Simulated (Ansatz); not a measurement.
Basis-set extrapolation for C₂H₆FNO (`CNC(O)F`) (PBE0-D4/def2-TZVP geometry, frozen core, Ansatz 0.2.0). Multiplicity 1, RHF reference.

|  | def2-TZVPP | def2-QZVPP |
| --- | --- | --- |
| HF | -308.108501 | -308.122630 |
| MP2 correlation | -1.044314 | -1.125549 |
| CCSD(T) correlation | -1.110564 | not run |

Energies in hartree. Use E(X) = E(∞) + A·exp(−7.88·√X) for Hartree–Fock and E(X) = E(∞) + B·X^(−2.97) for correlation, with X = 3 and 4, and add CCSD(T) minus MP2 of the smaller set to the MP2 limit.

**Question.** What is the CCSD(T) energy at the basis-set limit?

**Answer.** HF limit: -308.122630 + (-0.014129) × 0.13774 = -308.12458. MP2 limit: -1.125549 + (-0.081235) × 0.74074 = -1.18572. Higher-order term: -1.110564 − (-1.044314) = -0.06625. Total: -309.37655 hartree, 413.5 kJ/mol below CCSD(T)/def2-TZVPP.
